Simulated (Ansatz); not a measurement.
Gas-phase electronic energies from Ansatz, PBE0-D4/def2-TZVP geometries. CCSD(T)/CBS is the MP2 limit (def2-TZVPP, def2-QZVPP) plus CCSD(T) − MP2 in def2-TZVPP, frozen cores. This one scheme is used for every species. DFT in def2-TZVPP. HSE06 is defined as in plane-wave codes. Triplets are unrestricted, without spin–orbit coupling. Each species was taken in one conformer, which may not be the lowest.

`CC(F)CCF` → `FCCCF` + `[CH2]` (triplet)  (formal loss of a carbene)

```
             level  ΔE (kJ/mol)  difference from CCSD(T)/CBS
            PBE-D4        458.5                          3.6
           BLYP-D4        443.8                        -11.1
          HSE06-D4        450.7                         -4.2
          BHLYP-D4        434.2                        -20.7
          PBE-QIDH        450.0                         -4.9
            revPBE        424.5                        -30.4
              BLYP        429.9                        -25.0
           r2SCANh        429.0                        -25.9
             HSE06        445.6                         -9.3
           LC-ωPBE        442.3                        -12.6
  CCSD(T)/def2-SVP        438.9                        -16.0
SCS-MP2/def2-TZVPP        455.2                          0.3
     HF/def2-QZVPP        305.0                       -149.9
SCS-MP2/def2-QZVPP        463.2                          8.3
      HF/CBS(def2)        305.0                       -149.9
     MP2/CBS(def2)        467.5                         12.6
       CCSD(T)/CBS        454.9                            0
```

Largest T1 diagnostic among the species: 0.011.

From PBE to PBE0 (25 % exact exchange), in def2-TZVPP and without D4, ΔE moves by −7.1 kJ/mol. In def2-TZVPP, CCSD(T) changes the Hartree–Fock value by +138.1 kJ/mol (the triples alone add +11.5 kJ/mol) and MP2 by +150.6 kJ/mol. The D4 term adds +10.1 kJ/mol with B3LYP and +5.5 kJ/mol with PBE0; it sums over pairs of atoms, weighted by their polarisabilities, and B3LYP, whose exchange is more repulsive, gets the larger term.

CCSD(T)/CBS has its own doubt, a few kJ/mol and more with outer-core shells, so smaller differences from it don't rank the levels.

B3LYP here is the variant with VWN-RPA as its local correlation; programs differ in this.
